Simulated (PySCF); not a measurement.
**Al: electron affinity**

Al⁻ [Ne] 3s2 3p2 (3P) → Al [Ne] 3s2 3p1 (2P), as a difference of total energies. All numbers are calculated (PySCF 2.14, the spin-free X2C one-electron Hamiltonian (Gaussian nucleus), in aug-cc-pVDZ-DK (5s4p2d, 27 functions)). Correlated levels: valence: [Ne] frozen. The calculations carry no spin-orbit coupling.

```json
{"method": "UHF", "electron affinity (eV)": "0.016", "error (eV)": "-0.417"}
{"method": "LDA", "electron affinity (eV)": "0.633", "error (eV)": "+0.200"}
{"method": "PBE", "electron affinity (eV)": "0.578", "error (eV)": "+0.145"}
{"method": "PBE0", "electron affinity (eV)": "0.533", "error (eV)": "+0.100"}
{"method": "r2SCAN", "electron affinity (eV)": "0.609", "error (eV)": "+0.176"}
{"method": "M06", "electron affinity (eV)": "0.329", "error (eV)": "-0.104"}
{"method": "M06-L", "electron affinity (eV)": "0.310", "error (eV)": "-0.123"}
{"method": "TPSSh", "electron affinity (eV)": "0.503", "error (eV)": "+0.070"}
{"method": "B3LYP", "electron affinity (eV)": "0.456", "error (eV)": "+0.023"}
{"method": "MP2 (valence)", "electron affinity (eV)": "0.308", "error (eV)": "-0.125"}
{"method": "SCS-MP2 (valence)", "electron affinity (eV)": "0.215", "error (eV)": "-0.218"}
```

Reference: 0.433 eV (measured; photodetachment measurements, as compiled on the Wikipedia data page of electron affinities).

Errors of the correlated levels include the incompleteness of this basis and the frozen core.

In the anion the highest occupied orbital energy is positive at LDA, PBE, PBE0, r2SCAN, M06, M06-L, TPSSh, B3LYP, a self-interaction effect; the basis confines that electron, and the energy difference can still be sensible.
